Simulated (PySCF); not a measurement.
Compound: FH₃Si₂ (triplet state).
InChI=1S/FH3Si2/c1-3-2/h2H3

Structure optimised with GFN2-xTB, isolated species. This method treats the open shell by occupation alone, without spin polarisation.

Masses are those of the commonest isotopes; rigid-rotor values at the optimised geometry. 

What are A, B and C (MHz)?

Ia = 25.67, Ib = 143.21, Ic = 163.40 u·Å²; 505379 MHz·u·Å²/I gives A = 19687, B = 3529, C = 3093 MHz.

What kind of rotor is it?

A near-prolate asymmetric top; Ray's κ = -0.947.

What does the inertial defect say?

Not planar: Δ = Ic − Ia − Ib = -5.48 u·Å². For a rigid frame Δ = −2 Σ m c², so Σ m c² = 2.74 u·Å² lies off the ab plane, practically all of it from hydrogen. The atom farthest from that plane is 1.17 Å away.

Give the other two planar moments, Paa and Pbb, and the rms extents of the mass along the axes.

Paa = Σ m a² = (Ib + Ic − Ia)/2 = 140.47 and Pbb = Σ m b² = (Ia + Ic − Ib)/2 = 22.93 u·Å². With the mass M = 77.98 u, the rms extents √(P/M) along a, b and c are 1.34, 0.54, 0.19 Å.

Give the coordinates in the principal-axis frame, origin at the centre of mass.

The sense of each axis is arbitrary; atoms in the order of the calculation.
```json
{"atom": "F1", "mass (u)": "18.998", "a (Å)": "1.678", "b (Å)": "0.623", "c (Å)": "0.000"}
{"atom": "Si2", "mass (u)": "27.977", "a (Å)": "0.597", "b (Å)": "-0.641", "c (Å)": "0.000"}
{"atom": "Si3", "mass (u)": "27.977", "a (Å)": "-1.518", "b (Å)": "0.184", "c (Å)": "0.000"}
{"atom": "H4", "mass (u)": "1.008", "a (Å)": "-1.898", "b (Å)": "0.995", "c (Å)": "-1.167"}
{"atom": "H5", "mass (u)": "1.008", "a (Å)": "-1.894", "b (Å)": "1.000", "c (Å)": "1.165"}
{"atom": "H6", "mass (u)": "1.008", "a (Å)": "-2.293", "b (Å)": "-1.057", "c (Å)": "0.003"}
```

Estimate the classical rotational partition function at 25 K, 50 K and 100 K.

Point group Cs, symmetry number σ = 1; q = (√π/σ)·√((kT/h)³/(ABC)), k/h = 20836.6 MHz/K: 1440 at 25 K, 4070 at 50 K, 11500 at 100 K.

For this open shell read J as N, the rotation without spin; fine and hyperfine splittings come on top. Not checked by GFN2-xTB frequencies. This triplet need not be the ground state; the singlet was not compared here. Constants of a rigid frame at the computed geometry: no zero-point averaging, no centrifugal distortion.
